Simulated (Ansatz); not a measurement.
Compare A (`C=NC(=N)OC`) with its isomer B (`C=N/C(O)=N\C`).

Gas-phase electronic energies from Ansatz, PBE0-D4/def2-TZVP geometries. CBS: MP2 limit from def2 TZ/QZ plus the TZ coupled-cluster correction, frozen cores. DFT in def2-TZVPP. B3LYP here is the variant with VWN-RPA as its local correlation; programs differ in this. One conformer a species, not always the lowest.

(1) Which is lower in electronic energy at CCSD(T)/CBS, and by how much? (Estimate.)

(2) Give E(B) − E(A) in kcal/mol with BLYP-D4, B2PLYP, PBE-D4, B3LYP-D4, r2SCAN-D4, CCSD(T)/def2-SVP, B3LYP. (Estimate.)

(3) Does the order hold for the free energy at 298.15 K (harmonic terms from PBE0-D4)? (Best estimate.)

Largest T1 diagnostic: 0.014.

Results:

(1) The calculation gave: B, by 3.4 kcal/mol.

(2) Ansatz gave: BLYP-D4 -3.5, B2PLYP -3.3, PBE-D4 -4.6, B3LYP-D4 -3.3, r2SCAN-D4 -3.7, CCSD(T)/def2-SVP -3.3, B3LYP -3.4. None reverses the order clearly.

(3) The calculation gave: Yes: G(B) − G(A) = -3.4 kcal/mol, for one conformer each. Modes under 60 cm⁻¹, often nearly free rotors, make the harmonic entropy too high.

In def2-TZVPP, CCSD(T) changes the Hartree–Fock value by −1.5 kcal/mol (the triples alone add −0.2 kcal/mol) and MP2 by −2.4 kcal/mol. Leaving LDA and LC-ωPBE aside and taking each functional with its dispersion term where it has one, the values, not all of them listed here, spread over 1.8 kcal/mol, from PBE-D4 to ωB97X-V. LDA lies −0.9 kcal/mol from PBE without D4.
